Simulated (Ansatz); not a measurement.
```xyz
8

C    -1.9185    0.3522   -0.2617
C    -0.6418    0.1229   -0.0914
C     0.5893   -0.1044    0.0777
C     1.8752   -0.2964    0.2170
F     2.3743   -1.2624    0.9941
H    -2.2615    1.1529   -0.9075
H    -2.6656   -0.2535    0.2392
H     2.6486    0.2887   -0.2673
```

Charge 0, multiplicity 1.

List the PBE0/def2-TZVPP orbital energies in eV (the Gaussian-basis code of Ansatz). (An estimate is asked.)

Ansatz gave: Occupied: -674.67, -281.10, -279.35, -278.86, -278.76, -34.61, -22.95, -21.33, -18.82, -15.94, -15.02, -13.84, -13.48, -12.90, -11.26, -10.09, -8.16, -7.03. Lowest empty: -1.59, -0.29, 1.93, 2.32, 3.34, 3.62, 3.65, 4.20.
